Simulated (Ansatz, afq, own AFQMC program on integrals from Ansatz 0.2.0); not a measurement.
AFQMC on a folder of integrals that Ansatz 0.2.0 wrote.

```yaml
crystal:
  periodic: [false, false, false]
  atoms:
    - {symbol: Br, position_ang: [0.000000, 0.000000, 0.000000]}
    - {symbol: H, position_ang: [0.000000, 0.000000, 1.420600]}
basis:
  gaussian: {orbitals: cc-pVDZ}
total_charge: 1
magnetization: {spin_polarized: true, initial_magnetization: 1}
correlation: {method: ccsd_t, electrons: outside_noble_gas, hamiltonian_folder: ham}
```

```sh
$ ansatz run in.yaml --threads 1 --pin off --events-out ev --progress --plain --max-ram 1843MiB
```

Options of the walk:

```
--method phaseless --trial hf --walkers 340 --populations 1 --least-time 40 --time-step 0.005 --steps-per-block 20 --equilibration-blocks 112 --max-blocks 600 --target-error 0.0009600 --factor-cut 1e-05 --start spin_pure --seed 620 --taylor-order 6
```

Times are imaginary, in 1/Eh. The walk had a cap of 524 s. Filled inner d shells are frozen with the cores.

Output of the walk:

```
orbitals 18  electrons 4 3  factors 123 of 361
reference energy -2572.57629295 Eh
CCSD correlation -0.11793195 Eh in 9 cycles, weight of the determinant in the CISD state 0.9431
energy of the start -2572.576394 Eh
 block  time / (1/Eh)  mean weight  energy / Eh
     1     0.100  1.0007  -2572.599531
     2     0.200  1.0007  -2572.615377
     3     0.300  1.0008  -2572.629347
     4     0.400  1.0000  -2572.641813
     5     0.500  1.0010  -2572.653669
     8     0.800  0.9993  -2572.671895
    13     1.300  1.0000  -2572.690080
    49     4.900  0.9996  -2572.690043
    85     8.500  1.0003  -2572.698689
   121    12.100  0.9995  -2572.700173
   157    15.700  0.9996  -2572.695884
   193    19.300  0.9996  -2572.684066
   229    22.900  0.9996  -2572.705737
   265    26.500  0.9997  -2572.703466
   301    30.100  1.0007  -2572.707431
   337    33.700  1.0008  -2572.697312
   349    34.900  1.0003  -2572.682442
   373    37.300  0.9997  -2572.700008
   409    40.900  1.0005  -2572.692503
   445    44.500  0.9995  -2572.695503
   481    48.100  1.0007  -2572.697726
   505    50.500  0.9997  -2572.685499
blocks merged  error / Eh  count
     1  0.000309  400
     2  0.000420  200
     4  0.000558  100
     8  0.000682  50
    16  0.000711  25
    32  0.000599  12
energy -2572.695621 +/- 0.000711 Eh
(rows thinned)
```

The run passed its tests (sampling time, drift between the halves within three errors, error under three times the target), which doesn't prove that it has relaxed.

Against this walk (error 19.4 meV) on the same determinant: CCSD(T) 10.1 meV lower (within the noise), CCSDT(Q) 21.9 meV lower (within the noise), CCSDTQ 22.3 meV lower (within the noise), full CI 22.4 meV lower (within the noise), a separate phaseless walk with a CISD trial and standard settings 19.2 ± 19.5 meV lower (within the noise). The error is statistical and leaves out the bias of the constraint.

Cautions: constraint bias not in the error; no relativity below Rb; no spin-orbit coupling; inner d shell frozen.

The walk took 120 s on 1 thread of Arm Neoverse V1, with other jobs on the host. The log's last line is the phaseless energy.

CCSDT and higher add their correlation energy to the determinant of the CCSD(T) run, since their own runs factorise the integrals more tightly (a shift of under 2 meV). A walk keeps the symmetry of its determinant, which the program's search chose and which needn't be the lowest solution, so a lower state of the same spin and another symmetry isn't excluded.
